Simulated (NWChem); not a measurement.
Species: SiH$_{4}$ anion, doublet; SMILES of the neutral closed-shell parent [SiH4]

```xyz
5

Si     0.0000     0.0000     0.0008
H      0.9962     0.7013     0.8623
H     -0.9962    -0.7013     0.8623
H      0.7013    -0.9962    -0.8607
H     -0.7013     0.9962    -0.8607
```
Atoms are numbered in this order, from 1.

Results from NWChem. Spin-unrestricted. In the optimisation the excess spin sits in a (C2, its own frame). Sets without diffuse functions describe the anion's extra electron poorly. The geometry was optimised at B3LYP/def2-SVPD, spin-unrestricted. This spin state was assumed; another may lie lower. No stability test was run on the SCF state. The highest occupied level is positive, so the extra electron may be held by the finite basis. Atomic charges in e: unrestrained fits to the electrostatic potential beside Mulliken populations; buried atoms are poorly determined by the fit.

Q: What does the run give for B3LYP/def2-SVP? Quantities: ESP Si1; Mulliken Si1; relative RMS misfit of the potential (%).

A: The ESP Si1 is 0.05 and the Mulliken Si1 is -0.15. The relative RMS misfit of the potential (%) comes out as 6.
